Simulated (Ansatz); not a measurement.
The input, for Ansatz 0.2.0:

```yaml
crystal:
  periodic: [false, false, false]
  atoms:
    - {symbol: O, position_ang: [-1.140372, -0.029165, 0.000000]}
    - {symbol: H, position_ang: [-1.389682, 0.897410, 0.000000]}
    - {symbol: H, position_ang: [-0.180843, -0.029165, 0.000000]}
    - {symbol: N, position_ang: [1.415628, -0.029165, 0.000000]}
basis:
  gaussian: {orbitals: cc-pVDZ}
magnetization: {spin_polarized: true, initial_magnetization: 3}
correlation: {method: ccsd_t, electrons: all, diis_vectors: 12}
```

```sh
$ ansatz run in.yaml --threads 1 --pin off --events-out ev --progress --plain --max-ram 2393MiB
```

The program prints:

```
352 factors; integrals over basis functions are off by at most 1.5e-3 eV
mean field evaluation 1: about -3545.8865 eV, gradient 2.3e1 eV
mean field evaluation 2: about -3545.9110 eV, gradient 2.3e1 eV
mean field evaluation 4: about -3548.2897 eV, gradient 2.4e0 eV
mean field evaluation 8: about -3548.3690 eV, gradient 1.5e-1 eV
mean field evaluation 16: about -3547.6913 eV, gradient 1.2e1 eV
mean field -3548.36935198 eV, -130.4001685140 hartree, gradient 5.7e-6 eV, S^2 3.756681; 0 other end points of the search recorded, 0 dependent functions left out
reference -3548.36935198 eV, -130.4001685140 hartree; 10, 7 occupied and 28, 31 virtual orbitals, 352 factors
second order -7.65526345 eV of doubles, -0.00000000 eV of singles
cycle   1  -8.11190641 eV  change   -4.6e-1 eV  update   4.8e-2
cycle   2  -8.30410887 eV  change   -1.9e-1 eV  update   1.4e-2
cycle   3  -8.33404525 eV  change   -3.0e-2 eV  update   7.3e-3
cycle   4  -8.33422958 eV  change   -1.8e-4 eV  update   2.9e-3
cycle   5  -8.33410049 eV  change    1.3e-4 eV  update   1.6e-3
cycle   6  -8.33426912 eV  change   -1.7e-4 eV  update   6.5e-4
cycle   7  -8.33419252 eV  change    7.7e-5 eV  update   2.0e-4
cycle   8  -8.33420080 eV  change   -8.3e-6 eV  update   7.6e-5
cycle   9  -8.33420327 eV  change   -2.5e-6 eV  update   2.5e-5
cycle  10  -8.33420038 eV  change    2.9e-6 eV  update   8.9e-6
perturbative correction -0.11859722 eV, -0.0043583673 hartree
Total energy: -3556.82214957 eV, -130.7108030960 hartree
```

Ran on 1 thread of Arm Neoverse V2, shared host: 0.87 s wall, 0.11 GiB peak host memory.
